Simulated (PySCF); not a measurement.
Isomers of [C5H12N]+ and their computed core-level spectra.

Method used: delta-SCF UKS SCAN, pcX-2 on the ionised atom, pcseg-1 elsewhere, spin-free X2C in PySCF. Geometries: PBE0-D3(BJ)/def2-SVP; isolated species, one conformer each.

Line lists (1s up to Mg, 2p3/2 beyond; areas count atoms within a level, one atom standing for each set equivalent by bonding):
1. C 1s: 294.52 (area 1), 294.69 (area 1), 295.26 (area 1), 295.29 (area 1), 297.06 (area 1) eV; N 1s: 414.42 eV
2. C 1s: 294.79 (area 1), 295.24 (area 2), 296.91 (area 1), 297.44 (area 1) eV; N 1s: 413.77 eV
3. C 1s: 295.92 (area 2), 296.77 (area 2), 297.84 (area 1) eV; N 1s: 412.01 eV
4. C 1s: 295.48 (area 2), 296.97 (area 2), 297.19 (area 1) eV; N 1s: 413.25 eV

Structures:
A. `C[NH2+]C1CCC1`
B. `C[C@@H]1CC[C@H]1[NH3+]`
C. `CC(C)=[N+](C)C`
D. `C[NH+]1CCCC1`

Match each list to its structure.

- 1 = B: no other candidate has these counts of sites. C 1s: 294.52 methyl carbon, 294.69 four-membered-ring carbon, 295.26 four-membered-ring carbon, 295.29 four-membered-ring carbon, 297.06 sp3 carbon bound to nitrogen; N 1s: 414.42 ammonium nitrogen.
- 2 = A: no other candidate has these counts of sites. C 1s: 294.79 four-membered-ring carbon, 295.24 four-membered-ring carbon (×2), 296.91 sp3 carbon bound to nitrogen, 297.44 N-methyl carbon; N 1s: 413.77 ammonium nitrogen.
- 3 = C: another candidate has the same counts of sites, so positions decide. C 1s: 295.92 methyl carbon (×2), 296.77 N-methyl carbon (×2), 297.84 C=N carbon; N 1s: 412.01 iminium nitrogen.
- 4 = D: another candidate has the same counts of sites, so positions decide. C 1s: 295.48 ring CH2 carbon (×2), 296.97 sp3 carbon bound to nitrogen (×2), 297.19 N-methyl carbon; N 1s: 413.25 ammonium nitrogen.

1 of these hole states is spin-contaminated (⟨S²⟩ 0.94, against 0.75; counted from 0.85) and less certain.
